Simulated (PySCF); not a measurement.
# CH4NSi−, a complex of two parts as drawn: interaction energy

One table from this session's results is given with a row withheld; the runs are named, their logs left out.

Computed with PySCF 2.14.0; each step states its level. No surroundings beyond the atoms listed, unless a continuum is named. Atoms count from 0, parts from 1.

### The system as given

7 atoms, charge -1, multiplicity 1; geometry: GFN2-xTB. Parts: 1 = atoms 0–5, `N#C[SiH3]`, charge 0; 2 = atom 6, `[H-]`, charge -1.

Set-up of the first run:

Job settings and geometry (Å):

```
{"job": {"xc": "PBE0", "basis": "def2-SVPD", "d3": "d3bj", "grid": 2, "kind": "geom", "shake": 0.01}, "charge": -1, "multiplicity": 1, "parts": [{"atoms": "0-5", "charge": 0, "multiplicity": 1}, {"atoms": "6-6", "charge": -1, "multiplicity": 1}]}
Si    -0.289276     0.552347     0.138480
C      1.257896    -0.431345    -0.060462
N      2.208770    -1.045183    -0.183998
H     -0.998334     0.453089     1.431390
H     -0.715482     1.416373    -1.039089
H     -1.140908    -0.668308    -0.470024
H      0.590932     1.786778     0.728448
```

Run with:

```sh
> OMP_NUM_THREADS=1 python cluster_run.py task.json out
```

One launch serves the whole session: the jobs run in the order shown.

Steps of the session up to this table: Optimising the geometry at PBE0-D3(BJ)/def2-SVPD; Coupled-cluster interaction energy: CCSD(T) and MP2.

One table of the session follows, with a row left open; its other results are not shown here.

It belongs to the step «Coupled-cluster interaction energy: CCSD(T) and MP2». 

```
                 method  interaction energy (kcal/mol)
         HF/aug-cc-pVDZ                              ?
        MP2/aug-cc-pVDZ                         -71.84
       CCSD/aug-cc-pVDZ                         -68.39
    CCSD(T)/aug-cc-pVDZ                         -68.35
         HF/aug-cc-pVTZ                         -75.51
        MP2/aug-cc-pVTZ                         -77.98
    SCS-MP2/aug-cc-pVTZ                         -76.25
      MP2, extrapolated                         -79.22
CCSD(T), limit estimate                         -75.73
```

**Question.** Estimate the row for HF/aug-cc-pVDZ.

**Answer.** interaction energy (kcal/mol): -72.32. In the column «interaction energy (kcal/mol)» it lies between HF/aug-cc-pVTZ (-75.51) and MP2/aug-cc-pVDZ (-71.84).

At this geometry H6 is bonded to Si0 (1.58 Å), so this energy is mostly that of cutting a chemical bond between strained fragments, not an intermolecular interaction.

To keep in mind: The interaction energy leaves out the deformation of the parts, 33.16 kcal/mol at MP2. So large a deformation means that a part is far from its own minimum, so a sum across the two methods would be rough.
